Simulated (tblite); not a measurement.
A computed geometry (GFN2-xTB, dihedral held):
```
atom  x, y, z in Å
F1    -1.1205   -1.5898    0.9065
C2    -0.8689   -1.3015   -0.4053
C3    -0.7164    0.2096   -0.6121
C4     0.5658    0.7042   -0.1032
N5     1.3433    0.8115    0.8741
C6     1.8134    1.3728   -0.4374
H7     0.0418   -1.8415   -0.6846
H8    -1.7223   -1.6790   -0.9793
H9    -0.8079    0.4320   -1.6774
H10   -1.5256    0.7103   -0.0717
H11    2.6028    0.8367   -0.9481
H12    1.8443    2.4504   -0.5289
```

Neutral, closed shell.

Problem. Which heavy atoms are bonded, and with what formal order?

Solution. F1–C2 1.37 Å (single); C2–C3 1.53 Å (single); C3–C4 1.47 Å (single); C4–N5 1.25 Å (double); N5–C6 1.50 Å (single); C4–C6 1.45 Å (single). Bonds to hydrogen (Å): C2–H7 1.10; C2–H8 1.10; C3–H9 1.09; C3–H10 1.09; C6–H11 1.08; C6–H12 1.08.

Problem. Which species is it?

Solution. `FCCC1=NC1`, C4H6FN. Among its features: C–F bond and three-membered ring with nitrogen.

Problem. What is the point group of this geometry?

Solution. C1 (no symmetry element, even within 0.4 Å).

Problem. Which rings does it hold (smallest set)?

Solution. C4–N5–C6 (3 members).

Problem. Classify the heavy atoms.

Solution. F1: alkyl fluorine; C2: sp3 C–F carbon; C3: chain CH2 carbon; C4: C=N carbon; N5: C=N nitrogen; C6: sp3 carbon bound to nitrogen.

Problem. What is the arrangement about C6?

Solution. It has 4 neighbours (N5, C4, H11, H12) and has angles from 50.1° to 120.4°.

Problem. What is the arrangement about N5?

Solution. It has 2 neighbours (C4, C6) and is bent (angle 63.0°).

The geometry is a constrained GFN2-xTB structure with the dihedral C2–C3–C4–C6 held at 120°, isolated molecule; it need not be a minimum.
